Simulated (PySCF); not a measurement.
# C4H5NS (5-Methylthiazole): the cost of one run

The runs use PySCF 2.14.0, with density-fitted response routines of our own; the level of theory stands in each step. All values are computed, except where a source is named. Atoms are numbered from 0 throughout.

### Step 1. The molecule as given

11 atoms, charge 0, multiplicity 1; geometry from: MMFF94s.

Bonds of the start (Å): C0–C1 1.48, C1–C2 1.38, C2–N3 1.38, N3–C4 1.31, C4–S5 1.71, S5–C1 1.72, C0–H6 1.09, C0–H7 1.09, C0–H8 1.10, C2–H9 1.08, C4–H10 1.08.

### Step 2. Geometry optimisation at PBE0-D3(BJ)/def2-SVP

What the job is given:

```
{"job": {"xc": "PBE0", "basis": "def2-SVP", "d3": "d3bj", "grid": 1, "kind": "geom"}, "charge": 0, "multiplicity": 1}
C     -1.758759    -0.201073    -0.002840
C     -0.277961    -0.094149     0.001998
C      0.522452     1.029984    -0.037226
N      1.884330     0.799350    -0.019867
C      2.101468    -0.496197     0.032289
S      0.708684    -1.496358     0.063035
H     -2.115790    -0.699541     0.904291
H     -2.104950    -0.769258    -0.872405
H     -2.222275     0.790124    -0.044562
H      0.163654     2.051587    -0.079500
H      3.099146    -0.914470     0.054786
```

Command:

```console
OMP_NUM_THREADS=1 python probes_run.py task.json out
```

One launch serves the whole session: the jobs run in the order shown.

**Question.** How long does this first job take on 1 thread of Arm Neoverse V1, shared host, and how much memory does it need?

About 58 s, with a peak of 0.46 GiB.
